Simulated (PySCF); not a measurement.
Magnesium: highly charged ions in a basis for the neutral atom

Mg⁸⁺ [He] 2s2, Mg⁹⁺ [He] 2s1. All numbers are calculated (PySCF 2.14, the spin-free X2C one-electron Hamiltonian (Gaussian nucleus), in jorge-DZP-DKH). No spin-orbit coupling, so a gap to NIST mixes the basis error with missing relativistic terms.

Changed run: basis of the neutral atom used for a highly charged ion. This setting is unsound on purpose.

```
species  method  sound run (hartree)  changed run (hartree)  converged
   Mg⁸⁺     UHF              not run             -162.20315        yes
   Mg⁸⁺    BP86              not run             -162.34540        yes
   Mg⁸⁺    PBE0              not run             -162.24786        yes
   Mg⁹⁺     UHF              not run             -150.32301        yes
   Mg⁹⁺    BP86              not run             -150.38983        yes
   Mg⁹⁺    PBE0              not run             -150.29979        yes
```

Ionisation energy of Mg⁸⁺:

```tsv
method	changed run (eV)	NIST (eV)
UHF	323.28	327.99
BP86	325.33	327.99
PBE0	325.12	327.99
```

The contracted functions were made for the neutral atom and can be too rigid for a highly charged ion.
